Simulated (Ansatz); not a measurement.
# BSiPH (sextet): inputs that go wrong

4 inputs are run for BSiPH (sextet) as typed; the log has to tell whether the result can be used and what must change.

Computed with Ansatz 0.2.0, Gaussian basis. Level: the settings change from run to run.

20 further runs of the same task are left out: 8 that didn't finish, 12 set aside as unsound or not needed.

### 1 What is computed

The geometry is a PBE0/def2-TZVP stationary point (not a proven minimum) of the parent state, kept for this charge and spin.

4 atoms, charge 0, spin multiplicity 6.

Atoms are counted from 1 here; the program's logs count them from 0.

Bond lengths: B1–Si2 1.909 Å, B1–P3 1.756 Å, Si2–H4 1.489 Å. Angles: Si2–B1–P3 174.7°, B1–Si2–H4 123.1°.

### 2 Try 1

The input, in.yaml:

```yaml
crystal:
  periodic: [false, false, false]
  atoms:
    - {symbol: B, position_ang: [-0.000235, -0.216621, -0.738904]}
    - {symbol: Si, position_ang: [0.000057, -0.360027, 1.164652]}
    - {symbol: P, position_ang: [0.000067, -0.246140, -2.494670]}
    - {symbol: H, position_ang: [0.000110, 0.822787, 2.068922]}
basis:
  gaussian: {orbitals: 6-31G}
magnetization: {spin_polarized: false, initial_magnetization: 5}
correlation: {method: mp2, frozen_orbitals: {B: 0}}
accuracy: high
```

Launch:

```
$ ansatz run in.yaml --threads 1 --pin off --events-out ev --progress --plain --max-ram 2393MiB
```

The log of the run:

```text
Functional definition: HF
  name "HF"
  cite "Fock, Z. Phys. 61, 126 (1930) doi:10.1007/BF01340294"
  parent pbe
  exchange = exact_x
  correlation = 0
Error: "frozen_orbitals" has no count for Si
```

Wall time 0.09 s (1 thread of AMD EPYC, shared host).

Diagnosis: The run was refused. The frozen-orbital counts are incomplete or too large. Fix: leave frozen_orbitals out, or give each element a count that its core has.

### 3 Try 2

The input, in.yaml:

```yaml
crystal:
  periodic: [false, false, false]
  atoms:
    - {symbol: B, position_ang: [-0.000235, -0.216621, -0.738904]}
    - {symbol: Si, position_ang: [0.000057, -0.360027, 1.164652]}
    - {symbol: P, position_ang: [0.000067, -0.246140, -2.494670]}
    - {symbol: H, position_ang: [0.000110, 0.822787, 2.068922]}
basis:
  gaussian: {orbitals: def2-SVP}
magnetization: {spin_polarized: true, initial_magnetization: 13}
correlation: {method: mp2, electrons: valence}
```

Same command.

The log of the run, shortened:

```text
Functional definition: HF
  name "HF"
  cite "Fock, Z. Phys. 61, 126 (1930) doi:10.1007/BF01340294"
  parent pbe
[...]
523 factors; integrals over basis functions are off by at most 9.8e-4 eV
[...]
a density is far from that of the atoms, so the factors are made again for it
589 factors; integrals over basis functions are off by at most 1.2e-3 eV
[...]
mean field -17774.12224108 eV, -653.1869446271 hartree, gradient 8.0e-6 eV, S^2 48.750011; 8 other end points of the search recorded, 0 dependent functions left out
11 core orbitals not correlated: weight in the atoms' cores, before any rotation towards them, 1.000 or more for the frozen orbitals, at most 0.000 for the correlated occupied ones
reference -17774.12224108 eV, -653.1869446271 hartree; 13, 0 occupied and 31, 44 virtual orbitals, 589 factors
second order -1.76546351 eV of doubles, -0.00000000 eV of singles
Total energy: -17775.88770459 eV, -653.2518242144 hartree
```

Wall time 7 s (1 thread of AMD EPYC, shared host).

**Diagnosis.** The run converged, which proves nothing about the input. Far too many unpaired electrons are asked for. Its energy belongs to the state of multiplicity 14, not to the sextet that was meant. Fix: set initial_magnetization to that of the wanted state.

### 4 Try 3

The input, in.yaml:

```yaml
crystal:
  periodic: [false, false, false]
  atoms:
    - {symbol: B, position_ang: [-0.000235, -0.216621, -0.738904]}
    - {symbol: Si, position_ang: [0.000057, -0.360027, 1.164652]}
    - {symbol: P, position_ang: [0.000067, -0.246140, -2.494670]}
    - {symbol: H, position_ang: [0.000110, 0.822787, 2.068922]}
basis:
  gaussian: {orbitals: 6-31G}
magnetization: {spin_polarized: false, initial_magnetization: 11}
correlation: {method: ccsdt, electrons: outside_noble_gas}
output: {forces: true}
```

Launched as before.

The log of the run, shortened:

```text
Functional definition: HF
  name "HF"
  cite "Fock, Z. Phys. 61, 126 (1930) doi:10.1007/BF01340294"
  parent pbe
[...]
763 factors; integrals over basis functions are off by at most 4.7e-8 eV
[...]
a density is far from that of the atoms, so the factors are made again for it
814 factors; integrals over basis functions are off by at most 3.8e-8 eV
[...]
mean field -17790.98250596 eV, -653.8065479328 hartree, gradient 1.9e-6 eV, S^2 35.750000; 6 other end points of the search recorded, 0 dependent functions left out
[...]
determinant -17790.98250596 eV, -653.8065479328 hartree, with singles and doubles -17792.28394185 eV, -653.8543748199 hartree
determinant -17789.76294975 eV, -653.7617300689 hartree, with singles and doubles -17791.18109463 eV, -653.8138459319 hartree
11 core orbitals not correlated: weight in the atoms' cores, before any rotation towards them, 1.000 or more for the frozen orbitals, at most 0.000 for the correlated occupied ones
reference -17790.98250596 eV, -653.8065479328 hartree; 12, 1 occupied and 14, 25 virtual orbitals, 814 factors
second order -0.94444668 eV of doubles, -0.02066624 eV of singles
cycle   1  -1.19003354 eV  change   -2.2e-1 eV  update   4.5e-2
[...]
cycle  18  -1.32758414 eV  change    1.4e-7 eV  update   3.9e-7
[...]
Total energy: -17792.31009010 eV, -653.8553357501 hartree
Atom 0 at    -0.000235    -0.216621    -0.738904 Å, force    -0.003800     1.913749    -2.352174 eV/Å
Atom 1 at     0.000057    -0.360027     1.164652 Å, force     0.001755   -11.597083     5.354174 eV/Å
Atom 2 at     0.000067    -0.246140    -2.494670 Å, force     0.001778    -0.431867   -10.264883 eV/Å
Atom 3 at     0.000110     0.822787     2.068922 Å, force     0.000267    10.115202     7.262882 eV/Å
Dipole moment:     0.000071     0.366538    -0.935505 e Å
```

Run time: 59 s. Hardware: 1 thread of AMD EPYC, shared host; peak memory 0.26 GiB.

What is wrong: The run converged, which proves nothing about the input. Far too many unpaired electrons are asked for. Its energy belongs to the state of multiplicity 12, not to the sextet that was meant. Cure: set initial_magnetization to that of the wanted state.

### 5 Try 4

The input, in.yaml:

```yaml
crystal:
  periodic: [false, false, false]
  atoms:
    - {symbol: B, position_ang: [-0.000235, -0.216621, -0.738904]}
    - {symbol: Si, position_ang: [0.000057, -0.360027, 1.164652]}
    - {symbol: P, position_ang: [0.000067, -0.246140, -2.494670]}
    - {symbol: H, position_ang: [0.000110, 0.822787, 2.068922]}
basis:
  gaussian: {orbitals: def2-TZVPP}
magnetization: {spin_polarized: false, initial_magnetization: 5}
correlation: {method: ccsdtq, electrons: all}
```

Same command.

The log of the run:

```text
Functional definition: HF
  name "HF"
  cite "Fock, Z. Phys. 61, 126 (1930) doi:10.1007/BF01340294"
  parent pbe
  exchange = exact_x
  correlation = 0
1521 factors; integrals over basis functions are off by at most 1.7e-7 eV
mean field evaluation 1: about -17814.9172 eV, gradient 1.3e1 eV
mean field evaluation 2: about -17814.9240 eV, gradient 1.3e1 eV
mean field evaluation 4: about -17816.8128 eV, gradient 2.2e0 eV
mean field evaluation 8: about -17816.8808 eV, gradient 3.4e-1 eV
mean field evaluation 16: about -17816.8859 eV, gradient 1.3e-6 eV
mean field evaluation 32: about -17815.9760 eV, gradient 1.5e-1 eV
mean field evaluation 64: about -17814.8799 eV, gradient 6.8e-2 eV
mean field evaluation 96: about -17814.4156 eV, gradient 1.0e-1 eV
mean field evaluation 128: about -17815.9753 eV, gradient 4.2e-4 eV
mean field evaluation 160: about -17814.2018 eV, gradient 4.1e0 eV
mean field -17816.88594556 eV, -654.7584817803 hartree, gradient 1.3e-6 eV, S^2 8.750000; 6 other end points of the search recorded, 0 dependent functions left out
mean field evaluation 192: about -17817.0247 eV, gradient 1.5e0 eV
determinant -17816.88594556 eV, -654.7584817803 hartree, with singles and doubles -17833.85543637 eV, -655.3820990653 hartree
Error: SIGTERM received: run cancelled behind 214 evaluations of the mean field
```

Wall time 87 s (1 thread of AMD EPYC, shared host).

What is wrong: The run was cut at its time limit. The job is too large for the time given. Cure: a smaller basis or space, or a lower level; a longer limit helps only where the log shows it near its end.

### 6 How the runs ended

```
try                      level                  ended                                                  cause    time
  1          MP2 on ROHF/6-31G                refused  the frozen-orbital counts are incomplete or too large  0.09 s
  2        MP2 on UHF/def2-SVP              converged          far too many unpaired electrons are asked for     7 s
  3        CCSDT on ROHF/6-31G              converged          far too many unpaired electrons are asked for    59 s
  4  CCSDTQ on ROHF/def2-TZVPP  cut at its time limit                the job is too large for the time given    87 s
```

1 refused, 2 converged, 1 cut at its time limit. The input that converges on a wrong geometry or spin is the dangerous one: no error points at it, so geometry and ⟨S²⟩ have to be checked.
